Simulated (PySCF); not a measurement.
**A ladder for the electron affinity of S**

S⁻ [Ne] 3s2 3p5 (2P) → S [Ne] 3s2 3p4 (3P). Scalar values calculated with PySCF 2.14 in aug-cc-pCVTZ-DK with one added diffuse shell each of s, p, d, f type (spin-free X2C; valence: [Ne] frozen; valence and next inner shell: 1s2 frozen; all electrons: nothing frozen). The spin-orbit shift comes from two-component X2C-1e calculations (generalised Hartree-Fock, GHF, and MP2 on its spinors, GMP2) in x2c-TZVPall-2c with one added diffuse shell each of s, p type: GMP2 gives 1.800 eV without and 1.795 eV with screened spin-orbit coupling, a shift of -0.005 eV (GHF: -0.005 eV). Sums use unrounded values; where a UHF row is shifted, it takes the GHF shift.

```json
{"method": "UHF", "scalar (eV)": "0.874", "plus spin-orbit shift (eV)": "0.868", "error (eV)": "-1.209"}
{"method": "MP2 (valence)", "scalar (eV)": "1.928", "plus spin-orbit shift (eV)": "1.924", "error (eV)": "-0.153"}
{"method": "SCS-MP2 (valence)", "scalar (eV)": "1.925", "plus spin-orbit shift (eV)": "1.921", "error (eV)": "-0.156"}
{"method": "CCSD (valence)", "scalar (eV)": "1.855", "plus spin-orbit shift (eV)": "1.850", "error (eV)": "-0.227"}
{"method": "CCSD(T) (valence)", "scalar (eV)": "1.941", "plus spin-orbit shift (eV)": "1.936", "error (eV)": "-0.141"}
{"method": "LDA", "scalar (eV)": "2.390", "plus spin-orbit shift (eV)": "2.386", "error (eV)": "0.308"}
{"method": "PBE", "scalar (eV)": "2.161", "plus spin-orbit shift (eV)": "2.157", "error (eV)": "0.080"}
{"method": "PBE0", "scalar (eV)": "2.056", "plus spin-orbit shift (eV)": "2.052", "error (eV)": "-0.026"}
{"method": "r2SCAN", "scalar (eV)": "2.112", "plus spin-orbit shift (eV)": "2.107", "error (eV)": "0.030"}
{"method": "BP86", "scalar (eV)": "2.307", "plus spin-orbit shift (eV)": "2.302", "error (eV)": "0.225"}
{"method": "PW91", "scalar (eV)": "2.211", "plus spin-orbit shift (eV)": "2.206", "error (eV)": "0.129"}
{"method": "B97-3", "scalar (eV)": "2.146", "plus spin-orbit shift (eV)": "2.142", "error (eV)": "0.064"}
{"method": "CAM-B3LYP", "scalar (eV)": "2.147", "plus spin-orbit shift (eV)": "2.143", "error (eV)": "0.065"}
{"method": "MP2 (valence and next inner shell)", "scalar (eV)": "1.930", "plus spin-orbit shift (eV)": "1.925", "error (eV)": "-0.152"}
{"method": "SCS-MP2 (valence and next inner shell)", "scalar (eV)": "1.926", "plus spin-orbit shift (eV)": "1.921", "error (eV)": "-0.156"}
{"method": "MP2 (all electrons)", "scalar (eV)": "1.931", "plus spin-orbit shift (eV)": "1.926", "error (eV)": "-0.151"}
{"method": "SCS-MP2 (all electrons)", "scalar (eV)": "1.926", "plus spin-orbit shift (eV)": "1.921", "error (eV)": "-0.156"}
```

Reference: 2.077 eV (measured; photodetachment measurements, as compiled on the Wikipedia data page of electron affinities).

The errors of the correlated levels include the incompleteness of the basis and the frozen core, so a lower level can come closer by cancellation.
